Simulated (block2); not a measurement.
# BNH3Cl (SMILES NBCl) at DMRG/ANO-RCC-MB, part 2 of 2

block2 0.5.4. Earlier steps stand in the parts before.

### 3 The triplet: the energy at DMRG/ANO-RCC-MB

The input, make_fcidump.py:

```python
from pyscf import ao2mo, cc, dft, gto, mcscf, mp, scf
from pyscf.tools import fcidump

geom = """
N     -0.395600    -0.007800    -0.658000
B      0.369600    -0.158900     0.483700
Cl     0.529900     1.189300     1.616000
H     -0.511800    -0.749300    -1.326600
H     -0.878600     0.844500    -0.888200
H      0.928800    -1.181900     0.727100
"""
mol = gto.M(
    atom=geom,
    basis="ano-rcc-mb",
    spin=2,
    verbose=3,
    max_memory=2000,
)
print("basis functions = %d" % (mol.nao))
mf = scf.ROHF(mol)
mf.conv_tol = 1e-10
mf.max_cycle = 200
mf.kernel()
if not mf.converged:
    mf = mf.newton().run(mf.mo_coeff, mf.mo_occ)
print("reference energy = %.10f" % (mf.e_tot))
# MP2, CCSD and CCSD(T) with the same frozen core
ref = scf.UHF(mol).run(mf.make_rdm1(), conv_tol=1e-10)
pt = mp.MP2(ref, frozen=7).run()
mycc = cc.CCSD(ref, frozen=7)
mycc.max_cycle = 150
mycc.kernel()
print(f"E(MP2) = {pt.e_tot:.10f}")
if mycc.converged:
    print("E(CCSD) = %.10f" % (mycc.e_tot))
    print("CCSD(T) total energy = %.10f" % (mycc.e_tot + mycc.ccsd_t()))
# a few density functionals on the same geometry and basis
ks = dft.UKS(mol, xc="tpss").set(conv_tol=1e-9, verbose=3).run(mf.make_rdm1())
if ks.converged:
    print(f"E(TPSS) = {ks.e_tot:.8f}")
ks = dft.UKS(mol, xc="pbe0").set(conv_tol=1e-9, verbose=3).run(mf.make_rdm1())
if ks.converged:
    print("E(PBE0) = %.8f" % (ks.e_tot))
ks = dft.UKS(mol, xc="m062x").set(conv_tol=1e-9, verbose=3).run(mf.make_rdm1())
if ks.converged:
    print(f"E(M06-2X) = {ks.e_tot:.8f}")
ks = dft.UKS(mol, xc="revpbe").set(conv_tol=1e-9, verbose=3).run(mf.make_rdm1())
if ks.converged:
    print("E(revPBE) = %.8f" % (ks.e_tot))
# natural orbitals of MP2 give a compact matrix product state
occ_no, mo = mcscf.addons.make_natural_orbitals(mp.MP2(mf.to_uhf(), frozen=7).run())
mf.mo_coeff = mo
# write the integrals of the correlated orbitals
cas = mcscf.CASCI(mf, 15, 18)
h1, ecore = cas.get_h1eff()
fcidump.from_integrals("FCIDUMP", h1, cas.get_h2eff(), 15, 18, nuc=ecore, ms=2)
```

The input, input.conf:

```
sym c1
orbitals FCIDUMP
nelec 18
spin 2
irrep 1
schedule
0 75 1E-08 1E-04
2 112 1E-08 1E-04
6 150 1E-08 1E-05
10 150 1E-09 0.0
end
maxiter 16
sweep_tol 1E-06
gaopt default
mem 2g
num_thrds 1
prefix ./tmp
outputlevel 1
onepdm
```

Started as:

```
python make_fcidump.py && block2main input.conf
```

What it wrote:

```text
$ python make_fcidump.py
basis functions = 22
converged SCF energy = -539.648295990598
reference energy = -539.6482959906
converged SCF energy = -539.649508155093  <S^2> = 2.0030922  2S+1 = 3.0020607
E(UMP2) = -539.729421107198  E_corr = -0.0799129521052342
E(SCS-UMP2) = -539.733731620583  E_corr = -0.0842234654898143
E(UCCSD) = -539.7562351092868  E_corr = -0.1067269541935837
E(MP2) = -539.7294211072
E(CCSD) = -539.7562351093
UCCSD(T) correction = -0.00130551074812936
CCSD(T) total energy = -539.7575406200

WARN: HOMO -0.0269916976828323 >= LUMO -0.215006148258326

WARN: HOMO -0.0947106885507881 >= LUMO -0.18979774844632

WARN: HOMO -0.0645623881705945 >= LUMO -0.277093207278038

WARN: HOMO -0.0643092079719294 >= LUMO -0.285008360942709

WARN: HOMO -0.0663039784249844 >= LUMO -0.285085996938713

WARN: HOMO -0.0663168439307076 >= LUMO -0.28414183133298

WARN: HOMO -0.0660576630078075 >= LUMO -0.284216999668921

WARN: HOMO -0.0661301325032301 >= LUMO -0.284227835305115

WARN: HOMO -0.0661319124524736 >= LUMO -0.284220059424205

WARN: HOMO -0.0661329349583483 >= LUMO -0.284219496605418

WARN: HOMO -0.0661330770770071 >= LUMO -0.284219619678147

converged SCF energy = -540.993454190255  <S^2> = 2.0042676  2S+1 = 3.0028437
E(TPSS) = -540.99345419

WARN: HOMO -0.0720688890396728 >= LUMO -0.267497445260181

WARN: HOMO -0.135481200426202 >= LUMO -0.238624445337656

WARN: HOMO -0.104442082809974 >= LUMO -0.267563306926052

WARN: HOMO -0.109999190027407 >= LUMO -0.258282230059064

WARN: HOMO -0.107331855595151 >= LUMO -0.255966373720872

WARN: HOMO -0.106496813198751 >= LUMO -0.253740603175428

WARN: HOMO -0.105673162770608 >= LUMO -0.253456302323093

WARN: HOMO -0.105782501493325 >= LUMO -0.253537480101147

WARN: HOMO -0.105795810205276 >= LUMO -0.253552446721362

WARN: HOMO -0.105793277147735 >= LUMO -0.253549822031424

WARN: HOMO -0.105792638429264 >= LUMO -0.253548479357092

WARN: HOMO -0.105793346486475 >= LUMO -0.253549376133941

converged SCF energy = -540.699520679704  <S^2> = 2.0044536  2S+1 = 3.0029676
E(PBE0) = -540.69952068

WARN: HOMO -0.11011569162605 >= LUMO -0.27726202541435

WARN: HOMO -0.116357439240495 >= LUMO -0.266933287745529

WARN: HOMO -0.115214212330536 >= LUMO -0.268039307952306

WARN: HOMO -0.120636309160226 >= LUMO -0.266309114392678

WARN: HOMO -0.121066060707728 >= LUMO -0.265940762006088

WARN: HOMO -0.120646479875726 >= LUMO -0.266196142079937

WARN: HOMO -0.120963097459079 >= LUMO -0.266118385688649

WARN: HOMO -0.120961699802476 >= LUMO -0.266068553326342

WARN: HOMO -0.120956892031475 >= LUMO -0.266099609253496

WARN: HOMO -0.120958717032277 >= LUMO -0.266095567833472

WARN: HOMO -0.12095453101333 >= LUMO -0.266096050189707

WARN: HOMO -0.120955313753903 >= LUMO -0.266093415998359

WARN: HOMO -0.120953959917609 >= LUMO -0.266093025354635

WARN: HOMO -0.120954405766971 >= LUMO -0.266093005259529

converged SCF energy = -540.868600515963  <S^2> = 2.0016382  2S+1 = 3.0010919
E(M06-2X) = -540.86860052

WARN: HOMO -0.0194879237407887 >= LUMO -0.208254216951558

WARN: HOMO -0.0864520653430674 >= LUMO -0.18438348795987

WARN: HOMO -0.0553815357298058 >= LUMO -0.272339220886503

WARN: HOMO -0.0598191773525881 >= LUMO -0.255903407236014

WARN: HOMO -0.0589339820287062 >= LUMO -0.268190578958332

WARN: HOMO -0.0615052074597897 >= LUMO -0.276398684219046

WARN: HOMO -0.0561163196629111 >= LUMO -0.283900593586948

WARN: HOMO -0.0561846500793927 >= LUMO -0.28395380021407

WARN: HOMO -0.0561961815256074 >= LUMO -0.283908048129381

WARN: HOMO -0.0566972976251314 >= LUMO -0.283443513931568

WARN: HOMO -0.0552507567168117 >= LUMO -0.281952723860184

WARN: HOMO -0.0553055300561505 >= LUMO -0.28213018797219

WARN: HOMO -0.0557314759721655 >= LUMO -0.283480531498333

WARN: HOMO -0.0560175284528371 >= LUMO -0.282781334864752

WARN: HOMO -0.0556415198369627 >= LUMO -0.281859074093244

WARN: HOMO -0.0559974839627732 >= LUMO -0.278747624144229

WARN: HOMO -0.0562355322410562 >= LUMO -0.278157402490014

WARN: HOMO -0.0547077721765166 >= LUMO -0.283333942595591

WARN: HOMO -0.0563594942131126 >= LUMO -0.284652562978015

WARN: HOMO -0.0573555870044409 >= LUMO -0.284334990706406

WARN: HOMO -0.0531395176517044 >= LUMO -0.267423591361293

WARN: HOMO -0.0546853169289014 >= LUMO -0.280808793951708

WARN: HOMO -0.0563875477584245 >= LUMO -0.284250630941866

WARN: HOMO -0.0567250878644466 >= LUMO -0.281555809667089

WARN: HOMO -0.0567486860134038 >= LUMO -0.282538421714926

WARN: HOMO -0.0571111954047394 >= LUMO -0.281178741811604

WARN: HOMO -0.0561262578828678 >= LUMO -0.284378035582063

WARN: HOMO -0.0574071285640342 >= LUMO -0.28425448803833

WARN: HOMO -0.0573961391305097 >= LUMO -0.284325594027505

WARN: HOMO -0.0566045868525999 >= LUMO -0.283906800621043

WARN: HOMO -0.0588233702002502 >= LUMO -0.283621330561193

WARN: HOMO -0.0580824515472926 >= LUMO -0.283995685410261

WARN: HOMO -0.0578014392628312 >= LUMO -0.283948178505426

WARN: HOMO -0.0576990156582591 >= LUMO -0.28364864040292

WARN: HOMO -0.0579459145036212 >= LUMO -0.284033810457729

WARN: HOMO -0.0576809432955037 >= LUMO -0.283401083373837

WARN: HOMO -0.0577227586131029 >= LUMO -0.283384724505224

WARN: HOMO -0.0577620099786115 >= LUMO -0.28323782744878

WARN: HOMO -0.0579173776664565 >= LUMO -0.282262700011861

WARN: HOMO -0.0578616601795874 >= LUMO -0.282525487216784

WARN: HOMO -0.0573749432213744 >= LUMO -0.283683645209967

WARN: HOMO -0.0569364981682841 >= LUMO -0.279982379295957

WARN: HOMO -0.0564615068978314 >= LUMO -0.283007974677258

WARN: HOMO -0.0565101967865663 >= LUMO -0.28314096201278

WARN: HOMO -0.0566625957865822 >= LUMO -0.282974940331207

WARN: HOMO -0.0565156256701127 >= LUMO -0.283410467898949

WARN: HOMO -0.0569099706214023 >= LUMO -0.282022443787002

WARN: HOMO -0.056972106937449 >= LUMO -0.281828856915669

WARN: HOMO -0.0567996059076689 >= LUMO -0.282474555677562

WARN: HOMO -0.0500370484827186 >= LUMO -0.253989329553638

SCF not converged.
SCF energy = -540.808268771116 after 50 cycles  <S^2> = 2.0012969  2S+1 = 3.0008645
E(UMP2) = -539.727991683682  E_corr = -0.0796956930842163
E(SCS-UMP2) = -539.732171208795  E_corr = -0.0838752181966761

$ block2main input.conf

********************************** INPUT START **********************************
sym                                                             c1
orbitals                                                   FCIDUMP
nelec                                                           18
spin                                                             2
irrep                                                            1
maxiter                                                         16
sweep_tol                                                    1E-06
gaopt                                                      default
mem                                                             2g
num_thrds                                                        1
prefix                                                       ./tmp
outputlevel                                                      1
onepdm
schedule                  Sweep   0-   1 : Mmps =    75 Noise =    0.0001 DavTol =     1e-08
                          Sweep   2-   5 : Mmps =   112 Noise =    0.0001 DavTol =     1e-08
                          Sweep   6-   9 : Mmps =   150 Noise =     1e-05 DavTol =     1e-08
                          Sweep  10-  15 : Mmps =   150 Noise =         0 DavTol =     1e-09
********************************** INPUT END   **********************************

SPIN ADAPTED - REAL DOMAIN - DOUBLE PREC
qc mpo type =  QCTypes.Conventional
 UseMainStack = 0 MinDiskUsage = 1 MinMemUsage = 0 IBuf = 0 OBuf = 0
 FPCompression: prec = 1.00e-16 chunk = 1024
 IMain = 0 B / 134 MB DMain = 0 B / 687 MB ISeco = 0 B / 57.2 MB DSeco = 0 B / 1.01 GB
 OpenMP = 1 TBB = 0 BLIS = 0 MKL = NONE  SeqType = Tasked AlignType = None MKLIntLen = 4
 THREADING = 2 layers : Global | Operator BatchedGEMM
 NUMBER : Global = 1 Operator = 1 Quanta = 0 MKL = 1
 COMPLEX = 1 SINGLE-PREC = 1 KSYMM = 0
using gaopt reorder =  [12 10  6  3  7  4 11  8  5 14 13  2  9  0  1]
read integral finished 2.347696310142055
integral sym error =            0
MinMPOMemUsage =  False
MPS =  CCRRRRRRRRRRRRR 0 2 < N=18 S=1 PG=0 >
GS INIT MPS BOND DIMS =       1     3    10    35    80    86    89    95    95    92    85    86    63    16     4     1
pre-mpo memory usage =  155 MB
build mpo start ...
build mpo finished ... Tread = 0.000 Twrite = 0.000 T = 0.022
simpl mpo start ...
simpl mpo finished ... Tread = 0.000 Twrite = 0.000 T = 0.073
GS MPO BOND DIMS =      20    27    38    53    72    95   122   122    95    72    53    38    27    20     1
build 1pdm mpo 2.4818372121080756
build identity mpo 2.483612220035866
memory usage =  178 MB
para mpo finished 2.4845459731295705
env init finished 2.857157946098596

Sweep =    0 | Direction =  forward | Bond dimension =   75 | Noise =  1.00e-04 | Dav threshold =  1.00e-08
Time elapsed =      7.554 | E =    -539.7473238798 | DW = 4.95921e-05

Sweep =    1 | Direction = backward | Bond dimension =   75 | Noise =  1.00e-04 | Dav threshold =  1.00e-08
Time elapsed =     12.807 | E =    -539.8050852212 | DE = -5.78e-02 | DW = 1.61148e-04

Sweep =    2 | Direction =  forward | Bond dimension =  112 | Noise =  1.00e-04 | Dav threshold =  1.00e-08
Time elapsed =     20.776 | E =    -539.8078468917 | DE = -2.76e-03 | DW = 4.41646e-05

Sweep =    3 | Direction = backward | Bond dimension =  112 | Noise =  1.00e-04 | Dav threshold =  1.00e-08
Time elapsed =     29.629 | E =    -539.8081693709 | DE = -3.22e-04 | DW = 1.06289e-04

Sweep =    4 | Direction =  forward | Bond dimension =  112 | Noise =  1.00e-04 | Dav threshold =  1.00e-08
Time elapsed =     37.912 | E =    -539.8082491630 | DE = -7.98e-05 | DW = 6.60910e-05

Sweep =    5 | Direction = backward | Bond dimension =  112 | Noise =  1.00e-04 | Dav threshold =  1.00e-08
Time elapsed =     46.598 | E =    -539.8082627024 | DE = -1.35e-05 | DW = 1.13295e-04

Sweep =    6 | Direction =  forward | Bond dimension =  150 | Noise =  1.00e-05 | Dav threshold =  1.00e-08
Time elapsed =     59.041 | E =    -539.8085360274 | DE = -2.73e-04 | DW = 2.68858e-05

Sweep =    7 | Direction = backward | Bond dimension =  150 | Noise =  1.00e-05 | Dav threshold =  1.00e-08
Time elapsed =     76.321 | E =    -539.8086535343 | DE = -1.18e-04 | DW = 5.28442e-05

Sweep =    8 | Direction =  forward | Bond dimension =  150 | Noise =  1.00e-05 | Dav threshold =  1.00e-08
Time elapsed =     93.159 | E =    -539.8086669383 | DE = -1.34e-05 | DW = 3.41674e-05

Sweep =    9 | Direction = backward | Bond dimension =  150 | Noise =  1.00e-05 | Dav threshold =  1.00e-08
Time elapsed =    110.646 | E =    -539.8086715262 | DE = -4.59e-06 | DW = 5.43137e-05

Sweep =   10 | Direction =  forward | Bond dimension =  150 | Noise =  0.00e+00 | Dav threshold =  1.00e-09
Time elapsed =    130.251 | E =    -539.8086719131 | DE = -3.87e-07 | DW = 3.41140e-05

Final canonical form =  LLLLLLLLLLLLLLC 13
DMRG Energy = -539.808671913070043
npdm string = ['(C+D)0']

Build NPDM MPO | Nsites =    15 | Nmaxops =  2 | SymbolFree = T | Cutoff = 0.00e+00
 Site =     0 /    15 .. L =        4 R =        1 M =            0 Tmid = 0.000 T = 0.000
 Site =     1 /    15 .. L =        4 R =       29 M =           29 Tmid = 0.000 T = 0.000
 Site =     2 /    15 .. L =        4 R =       27 M =           27 Tmid = 0.000 T = 0.000
 Site =     3 /    15 .. L =        4 R =       25 M =           25 Tmid = 0.000 T = 0.000
 Site =     4 /    15 .. L =        4 R =       23 M =           23 Tmid = 0.000 T = 0.000
 Site =     5 /    15 .. L =        4 R =       21 M =           21 Tmid = 0.000 T = 0.000
 Site =     6 /    15 .. L =        4 R =       19 M =           19 Tmid = 0.000 T = 0.000
 Site =     7 /    15 .. L =        4 R =       17 M =           17 Tmid = 0.000 T = 0.000
 Site =     8 /    15 .. L =        4 R =       15 M =           15 Tmid = 0.000 T = 0.000
 Site =     9 /    15 .. L =        4 R =       13 M =           13 Tmid = 0.000 T = 0.000
 Site =    10 /    15 .. L =        4 R =       11 M =           11 Tmid = 0.000 T = 0.000
 Site =    11 /    15 .. L =        4 R =        9 M =            9 Tmid = 0.000 T = 0.000
 Site =    12 /    15 .. L =        4 R =        7 M =            7 Tmid = 0.000 T = 0.000
 Site =    13 /    15 .. L =        4 R =        5 M =            5 Tmid = 0.000 T = 0.000
 Site =    14 /    15 .. L =        1 R =        4 M =            4 Tmid = 0.000 T = 0.000
Ttotal =      0.000

Expectation | Direction = backward | BRA bond dimension =  150 | KET bond dimension =  150
Time elapsed =      0.245
NPDM Sorting | Nsites =    15 | Nmaxops =  2 | DotSite = 2 | SymbolFree = T | Compressed = T | LowMem = F | Mem = 1.76 KB
Ttotal =      0.000

DMRG OCC =   1.999 1.870 1.967 1.123 1.973 1.975 1.966 1.965 1.005 1.985 0.032 0.046 0.032 0.034 0.029
```

Run time: 2.8 min. Hardware: 1 thread of Arm Neoverse V1, shared host; peak memory 0.27 GiB.

### 4 What came out

What follows sums up all 2 parts.

At DMRG/ANO-RCC-MB, 7 core orbitals frozen:

| quantity | value |
| --- | --- |
| run 1, DMRG/ANO-RCC-MB: total energy | -540.05639 Eh |
| run 1, DMRG/ANO-RCC-MB: T1 diagnostic of the CCSD step | 0.017 |
| triplet: total energy | -539.80867 Eh |
| vertical energy of the triplet above the singlet | 6.741 eV |

At this shape the triplet lies 6.74 eV (155 kcal/mol) above the singlet. In a minimal basis such a difference can be off by several eV, whatever the method. The basis (run 1, DMRG/ANO-RCC-MB) was made for a relativistic Hamiltonian, but the run is non-relativistic. The basis (triplet) was made for a relativistic Hamiltonian, but the run is non-relativistic.
